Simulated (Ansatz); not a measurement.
# Worked example: ideal-gas entropy of NOF (nitrosyl fluoride)

A singlet with charge 0, relaxed at PBE0-D4/def2-TZVP (Ansatz 0.2.0):

```xyz
3

O     0.8683    0.2430    0.5047
N     0.1489   -0.4825    0.0299
F    -1.0173    0.2396   -0.5347
```

Harmonic wavenumbers in cm⁻¹: 560, 824, 1969.

Masses in u: O 15.999, N 14.007, F 18.998. Take T = 298.15 K, p = 1 bar, R = 8.3145 J/(mol K), kT/hc = 207.22 cm⁻¹, rigid rotor and harmonic oscillator.

Question: Work out S° at 298 K.

Answer: 
1. Translation (Sackur–Tetrode): S = R[3/2 ln M + 5/2 ln T − 1.1517] with M = 49.004 gives 157.4 J/(mol K).
2. Rotation: principal moments 5.153, 41.354, 46.507 u Å² give A, B, C = 3.2715, 0.4076, 0.3625 cm⁻¹; the symmetry number is σ = 1; q = (√π/σ)√((kT/hc)³/ABC) = 7605; S = R(ln q + 3/2) = 86.8.
3. Vibration: with u = ν̃/207.22, each mode gives R[u/(eᵘ − 1) − ln(1 − e⁻ᵘ)]; the sum is 3.0, most from 560 cm⁻¹ (2.2), 824 cm⁻¹ (0.8).
4. Electronic: R ln 1 = 0.0, from the spin multiplicity alone.
5. Sum: 157.4 + 86.8 + 3.0 + 0.0 = 247.2 J/(mol K).

The tabulated value is 248.1 J/(mol K) (CRC Handbook of Chemistry and Physics): the model is off by -0.9.
